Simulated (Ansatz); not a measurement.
# UB3LYP/6-31G(d) (Cartesian functions) run of CH4FSi (SMILES [CH2][SiH2]F)

What is the vertical electron affinity of CH4FSi at UB3LYP/6-31G* (Cartesian functions)? 

The calculation is run with Ansatz 0.2.0.

59 further runs of the same task are left out: 1 that didn't finish, 58 set aside as unsound or not needed.

### Step 1. The structure to begin with

The species is CH4FSi (7 atoms), meant as a doublet with charge 0. SMILES: `[CH2][SiH2]F`. The coordinates come from a PBE0-D4/def2-TZVP relaxation. This is one conformer, not always the lowest.

Bond lengths: C1–Si2 1.828 Å, Si2–F3 1.601 Å, C1–H4 1.085 Å, C1–H5 1.086 Å, Si2–H6 1.486 Å, Si2–H7 1.486 Å. Angles: C1–Si2–F3 109.0°, C1–Si2–H6 111.6°, C1–Si2–H7 111.7°, F3–Si2–H6 107.8°, F3–Si2–H7 107.6°, Si2–C1–H4 122.6°, Si2–C1–H5 122.3°, H6–Si2–H7 109.0°, H4–C1–H5 115.1°.

### Step 2. The energy at UB3LYP/6-31G(d) (Cartesian functions)

File molecule.yaml:

```yaml
crystal:
  periodic: [false, false, false]
  atoms:
    - {symbol: C, position_ang: [-0.871900, 0.281100, -0.615800]}
    - {symbol: Si, position_ang: [0.588600, -0.157300, 0.392500]}
    - {symbol: F, position_ang: [0.652600, -1.749500, 0.550500]}
    - {symbol: H, position_ang: [-1.536000, -0.466000, -1.038500]}
    - {symbol: H, position_ang: [-1.136000, 1.310700, -0.837900]}
    - {symbol: H, position_ang: [0.509900, 0.430600, 1.755300]}
    - {symbol: H, position_ang: [1.854000, 0.282500, -0.251700]}
basis:
  gaussian:
    orbitals: "6-31G*"
magnetization:
  spin_polarized: true
  initial_magnetization: 1
hamiltonian:
  xc: {name: B3LYP}
accuracy: high
output:
  orbitals: {seedname: orbitals}
```

On the command line:

```sh
$ ansatz run molecule.yaml --threads 1 --pin off --max-ram 3480MiB --events-out events.jsonl --progress --plain --runs-dir runs
```

The log of the run:

```text
Warning: RAYON_NUM_THREADS=1 ignored (pool sized by the plan → 1); use --threads N
Functional definition: B3LYP
  name "B3LYP"
  parameter a0 = 0.2
  parameter ax = 0.72
  parameter ac = 0.81
  exchange = (1 - a0 - ax)*slater_x + ax*b88_x + a0*exact_x
  correlation = (1 - ac)*vwn_rpa_c + ac*lyp_c
1240 factors; integrals over basis functions are off by at most 3.5e-9 eV
mean field evaluation 1: about -11693.0702 eV, gradient 2.9e1 eV
mean field evaluation 2: about -11691.2339 eV, gradient 3.7e1 eV
mean field evaluation 4: about -11696.4566 eV, gradient 1.5e0 eV
mean field evaluation 8: about -11696.5706 eV, gradient 8.9e-2 eV
mean field evaluation 16: about -11696.5707 eV, gradient 1.8e-5 eV
mean field -11696.57068124 eV, -429.8410443151 hartree, gradient 9.3e-8 eV, S^2 0.753400; 0 other end points of the search recorded, 0 dependent functions left out
reference -11696.57071631 eV, -429.8410456039 hartree; 17, 16 occupied and 40, 41 virtual orbitals, 1240 factors
Total energy: -11696.57071631 eV, -429.8410456039 hartree
```

It took 5.4 s on 1 thread of Arm Neoverse V2, shared host; peak memory 0.22 GiB.

### Step 3. The singlet anion at the same level

File input.yaml:

```yaml
crystal:
  periodic: [false, false, false]
  atoms:
    - {symbol: C, position_ang: [-0.871900, 0.281100, -0.615800]}
    - {symbol: Si, position_ang: [0.588600, -0.157300, 0.392500]}
    - {symbol: F, position_ang: [0.652600, -1.749500, 0.550500]}
    - {symbol: H, position_ang: [-1.536000, -0.466000, -1.038500]}
    - {symbol: H, position_ang: [-1.136000, 1.310700, -0.837900]}
    - {symbol: H, position_ang: [0.509900, 0.430600, 1.755300]}
    - {symbol: H, position_ang: [1.854000, 0.282500, -0.251700]}
basis:
  gaussian: {orbitals: "6-31G*"}
total_charge: -1
hamiltonian: {xc: {name: B3LYP}}
accuracy: high
output: {orbitals: {seedname: orbitals}}
```

On the command line:

```sh
$ ansatz run input.yaml --threads 1 --pin off --max-ram 3480MiB --events-out events.jsonl --progress --plain --runs-dir runs
```

The log of the run, cut to the lines that bear on the results:

```text
Warning: RAYON_NUM_THREADS=1 ignored (pool sized by the plan → 1); use --threads N
[... 7 set-up lines as earlier in the session ...]
1240 factors; integrals over basis functions are off by at most 3.5e-9 eV
mean field evaluation 1: about -11691.1958 eV, gradient 4.6e1 eV
mean field evaluation 2: about -11661.4333 eV, gradient 8.9e1 eV
mean field evaluation 4: about -11696.3979 eV, gradient 4.8e0 eV
mean field evaluation 8: about -11696.5365 eV, gradient 5.4e-1 eV
mean field evaluation 16: about -11696.5375 eV, gradient 7.9e-5 eV
mean field -11696.53750653 eV, -429.8398251671 hartree, gradient 1.0e-8 eV, S^2 0.000000; 0 other end points of the search recorded, 0 dependent functions left out
reference -11696.53754432 eV, -429.8398265557 hartree; 17, 17 occupied and 40, 40 virtual orbitals, 1240 factors
Total energy: -11696.53754432 eV, -429.8398265557 hartree
```

It took 3.6 s on 1 thread of Arm Neoverse V2, shared host; peak memory 0.15 GiB.

### Step 4. Outcome

At UB3LYP/6-31G* (Cartesian functions):

| quantity | value |
| --- | --- |
| doublet CH4FSi: total energy | -429.84105 Eh |
| doublet CH4FSi: HOMO energy (highest over α and β) | -6.66 eV |
| doublet CH4FSi: LUMO energy (lowest over α and β) | -2.51 eV |
| doublet CH4FSi: ⟨S²⟩ | 0.753 |
| singlet anion: total energy | -429.83983 Eh |
| singlet anion: HOMO energy | 2.59 eV |
| singlet anion: LUMO energy | 6.13 eV |
| singlet anion: HOMO–LUMO gap (to an unbound level, set by the basis) | 3.54 eV |
| vertical electron affinity (to the singlet anion) | -0.033 eV |

In words: The anion lies 0.03 eV (3.2 kJ/mol) above the neutral: the electron isn't bound at this level, and such a value depends on the basis. Without diffuse functions anions come out too high. The HOMO (singlet anion) lies at positive energy, 2.59 eV; only total energies tell whether the electron is bound.
